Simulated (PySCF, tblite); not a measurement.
A complex of fluorosilane and ammonia

A gas-phase complex of fluorosilane and ammonia; neutral, singlet. The structure comes from a short search (6 tight-binding starts) and was relaxed by PBE0-D3(BJ)/def2-TZVPD; another way of binding may lie lower. No frequency run checks that it is a minimum.

Parts: 1 = fluorosilane (F[SiH3]), atoms 1–5; 2 = ammonia (N), atoms 6–9.

Coordinates in Å:
```
Si1     0.193    0.298   -0.211
F2     -0.344   -1.211    0.091
H3      1.658    0.131   -0.056
H4     -0.295    0.515   -1.594
H5     -0.489    1.075    0.851
N6      0.982    2.524   -0.660
H7      1.631    2.534   -1.439
H8      0.213    3.143   -0.892
H9      1.460    2.915    0.144
```

Contacts between parts, classed by geometry: F2–Si1···N6 2.405 Å (tetrel bond, 180°).

Deforming the relaxed parts to their shape here costs 3.3 kcal/mol, which the interaction energies leave out.

Interaction energies are complex less parts, with the parts frozen as they stand in it; counterpoise-corrected, in kcal/mol (PySCF). The CCSD(T) estimate is Hartree-Fock/aug-cc-pVQZ, plus the MP2 correlation part extrapolated as X⁻³ from aug-cc-pVTZ and aug-cc-pVQZ, plus CCSD(T) less MP2 in aug-cc-pVDZ; noble-gas cores are frozen. It isn't the exact limit.

```tsv
level	interaction	superposition error removed
Hartree-Fock/aug-cc-pVQZ	-4.31	-
wB97M-D3(BJ)/def2-TZVPD	-10.44	-0.34
PBE0-D3(BJ)/def2-TZVPD	-11.13	-0.33
MP2/aug-cc-pVQZ	-9.74	-0.34
```

Question: What does CCSD(T) at its estimated basis limit give, and which of these levels comes nearest?

Answer: -9.70 kcal/mol. MP2/aug-cc-pVQZ is nearest, off by -0.05; the errors are Hartree-Fock/aug-cc-pVQZ +5.39, wB97M-D3(BJ)/def2-TZVPD -0.74, PBE0-D3(BJ)/def2-TZVPD -1.44, MP2/aug-cc-pVQZ -0.05.

Question: What holds them together? Decompose the wB97M-D3(BJ)/def2-TZVPD energy: frozen parts, their antisymmetrised product, then relaxation.

Answer: electrostatic -32.2, Pauli repulsion +40.6, orbital relaxation -17.2, dispersion correction -1.9 kcal/mol, which sum to the value before the counterpoise correction; the Pauli term holds the exchange-correlation of the frozen density too. Of the attraction, 63 % is electrostatic, 34 % is orbital relaxation, 4 % is dispersion correction.

The parts were also relaxed and run alone, at the levels used for the complex: shieldings by PBE0/pcSseg-2; core levels by delta-SCF with SCAN, pcX-2 on the ionised atom and pcseg-1 elsewhere, spin-free X2C (2p3/2 is the spin-free 2p value less a third of a first-order spin-orbit splitting).

Question: What does binding change?

Answer: 
| property | alone | in the complex | change |
| --- | --- | --- | --- |
| F2–Si1 bond (Å) | 1.600 | 1.630 | +0.029 |
| shielding of Si1 (ppm) | 359.4 | 425.4 | +66.1 |
| shielding of N6 (ppm) | 263.7 | 230.1 | -33.6 |
| shielding of F2 (ppm) | 411.5 | 326.8 | -84.7 |
| Si1 2p3/2 core level (eV) | 108.41 | 107.09 | -1.32 |
| F2 1s core level (eV) | 692.73 | 690.97 | -1.76 |
| N6 1s core level (eV) | 405.54 | 406.66 | +1.13 |
